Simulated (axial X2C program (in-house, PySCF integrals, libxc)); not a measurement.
**Density and ELF of SiS⁻**

All values were computed with an in-house all-electron X2C program for linear molecules (integrals from PySCF). Two-component (2c) means X2C with spin–orbit coupling and atomic mean-field two-electron Coulomb and Gaunt terms. Basis: S dyall-av3z [9s8p3d2f], Si dyall-av3z [9s8p3d2f] (cores contracted in-house); Gaussian nuclei, density fitting, unrestricted open shells. Masses: S 31.972 u, Si 27.977 u.

PBE0, with spin–orbit coupling, state Ω = 1/2 (⟨Sz⟩ = -0.50, ⟨Lz⟩ = 1.00 at PBE0); S at z = 0, Si at z = 2.037 Å.

The maps cover the half plane through the axis: z from -2.4 to 4.2 Å along the bond, ρ from 0.15 to 2.25 Å away from it.

log10 of the density in e/bohr³:

```
 ρ\z  -2.4  -1.8  -1.2  -0.6   0.0   0.6   1.2   1.8   2.4   3.0   3.6   4.2
0.15  -3.3  -2.4  -1.5  -0.7   1.2  -0.7  -1.0   0.5   0.0  -1.3  -1.9  -2.7
0.45  -3.3  -2.5  -1.6  -0.8  -0.4  -0.8  -1.1  -0.6  -0.8  -1.4  -2.0  -2.7
0.75  -3.4  -2.6  -1.8  -1.1  -0.8  -1.0  -1.3  -1.3  -1.2  -1.5  -2.1  -2.8
1.05  -3.5  -2.8  -2.0  -1.4  -1.2  -1.4  -1.6  -1.5  -1.5  -1.8  -2.3  -2.9
1.35  -3.7  -3.0  -2.3  -1.8  -1.6  -1.8  -1.9  -1.8  -1.8  -2.0  -2.5  -3.1
1.65  -3.8  -3.2  -2.7  -2.2  -2.1  -2.1  -2.2  -2.1  -2.1  -2.3  -2.7  -3.2
1.95  -4.0  -3.5  -3.0  -2.6  -2.5  -2.5  -2.6  -2.5  -2.4  -2.6  -3.0  -3.4
2.25  -4.2  -3.7  -3.3  -3.0  -2.9  -2.9  -2.9  -2.8  -2.8  -2.9  -3.2  -3.6
```

Electron localisation function (collinear form, no current term, damped to 0 at low density):

```
 ρ\z  -2.4  -1.8  -1.2  -0.6   0.0   0.6   1.2   1.8   2.4   3.0   3.6   4.2
0.15  0.05  0.38  0.80  0.38  0.71  0.37  0.63  0.87  0.71  0.87  0.87  0.42
0.45  0.04  0.35  0.79  0.80  0.10  0.72  0.70  0.24  0.09  0.92  0.85  0.39
0.75  0.03  0.30  0.74  0.89  0.76  0.79  0.66  0.17  0.49  0.94  0.82  0.35
1.05  0.02  0.23  0.65  0.85  0.85  0.73  0.53  0.61  0.90  0.93  0.77  0.28
1.35  0.01  0.16  0.52  0.75  0.76  0.59  0.38  0.62  0.89  0.88  0.68  0.22
1.65  0.01  0.09  0.37  0.59  0.60  0.40  0.24  0.52  0.80  0.79  0.56  0.15
1.95  0.00  0.04  0.21  0.40  0.40  0.22  0.15  0.39  0.67  0.66  0.41  0.09
2.25  0.00  0.01  0.08  0.20  0.20  0.09  0.09  0.26  0.49  0.49  0.25  0.05
```

Axial spin density in 10⁻³ e/bohr³:

```
 ρ\z  -2.4  -1.8  -1.2  -0.6    0.0  0.6   1.2   1.8   2.4   3.0   3.6   4.2
0.15   0.0   0.1   0.3   0.5  -22.6  0.4   0.1  -2.8   0.3   3.1   1.0   0.2
0.45   0.0   0.0  -0.1  -2.7   -3.4  0.7  -0.6  -2.5  -3.9   0.2   0.4   0.1
0.75   0.0   0.0  -0.4  -3.1   -4.7  0.7  -1.2  -8.8  -9.8  -2.4  -0.2   0.0
1.05   0.0  -0.1  -0.4  -1.8   -2.1  0.5  -1.3  -7.7  -8.8  -3.1  -0.6  -0.1
1.35   0.0  -0.1  -0.3  -0.8   -0.7  0.3  -0.9  -4.7  -5.6  -2.6  -0.7  -0.2
1.65   0.0  -0.1  -0.2  -0.3   -0.2  0.2  -0.6  -2.6  -3.2  -1.8  -0.6  -0.2
1.95   0.0   0.0  -0.1  -0.1    0.0  0.1  -0.4  -1.4  -1.8  -1.1  -0.5  -0.2
2.25   0.0   0.0  -0.1  -0.1    0.0  0.0  -0.2  -0.7  -0.9  -0.7  -0.3  -0.1
```

Occupations by symmetry block were frozen at the best pattern of an incomplete PBE0 search. Density functionals use the spin component along the axis (collinear). The highest occupied level is positive at some bond lengths even in Hartree–Fock (under at least one Hamiltonian), so the basis set holds the extra electron there; where that holds at Re the anion is at best weakly bound and its constants depend on the basis. The functionals have no current-density term, which raises determinants with orbital currents, atoms included.
